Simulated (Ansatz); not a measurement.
Geometry optimisation, RKS B3LYP-D4/def2-SVP (Ansatz 0.2.0).

The input (input.yaml):

```yaml
crystal:
  periodic: [false, false, false]
  atoms:
    - { symbol: Si, position_ang: [0.107185, -0.01462, 0.16525] }
    - { symbol: Si, position_ang: [0.160895, -0.032726, 2.424192] }
    - { symbol: H, position_ang: [-1.026675, -0.680072, 3.049032] }
    - { symbol: H, position_ang: [1.374109, -0.771383, 2.890561] }
    - { symbol: H, position_ang: [0.249006, 1.365086, 2.946482] }
    - { symbol: H, position_ang: [1.533589, -0.026787, -0.297099] }
    - { symbol: Si, position_ang: [-0.917442, 1.896635, -0.775362] }
    - { symbol: H, position_ang: [-2.321585, 1.587365, -1.176371] }
    - { symbol: H, position_ang: [-0.945758, 3.008134, 0.220234] }
    - { symbol: H, position_ang: [-0.164754, 2.349975, -1.980646] }
    - { symbol: H, position_ang: [-0.536679, -1.250241, -0.373848] }
    - { symbol: H, position_ang: [-2.485555, -0.092631, 0.794622] }
    - { symbol: H, position_ang: [-2.343039, -0.080135, 1.498255] }
basis:
  gaussian: { orbitals: def2-SVP }
hamiltonian:
  xc: b3lyp
  dispersion: d4
relax:
  f_tol: 0.03
  max_steps: 50
```

Run as:

```bash
$ ansatz run input.yaml --threads 2 --pin off --max-ram 3072MiB --backend cpu --events-out ev --progress --plain --runs-dir out
```

Where does it end, and by what steps?

It converged. The force dipped under the threshold on the way, but the program's further checks kept it going. After 15 steps the energy has fallen by 0.286 eV; H13 moved furthest, 1.07 Å.

```tsv
step	energy less start (eV)	largest force component (eV/Å)	accepted
0	0.0000	1.585	yes
1	-0.1839	0.263	yes
2	-0.2270	0.171	yes
3	-0.2469	0.062	yes
4	-0.2551	0.019	yes
5	-0.2439	0.733	no
6	-0.2600	0.098	yes
7	-0.2617	0.211	yes
8	-0.2643	0.165	yes
9	-0.2701	0.008	yes
10	-0.2727	0.191	yes
11	-0.2757	0.100	yes
12	-0.2789	0.007	yes
13	-0.2808	0.161	yes
14	-0.2829	0.094	yes
15	-0.2859	0.004	yes
```

```xyz
13
Properties=species:S:1:pos:R:3
Si 0.383 0.115 0.129
Si 0.296 0.068 2.480
H -1.118 -0.036 2.946
H 1.065 -1.093 3.020
H 0.884 1.328 3.025
H 1.813 0.216 -0.299
Si -0.804 1.959 -0.723
H -2.260 1.818 -0.425
H -0.310 3.215 -0.084
H -0.626 2.072 -2.201
H -0.180 -1.153 -0.429
H -3.330 -0.465 0.643
H -3.130 -0.784 1.304
```

Whether the end is a true minimum wasn't checked by a vibrational analysis.

Time of the run: 37 s on 2 threads of Arm Neoverse V1, with other jobs on the host, peak memory 0.22 GiB.
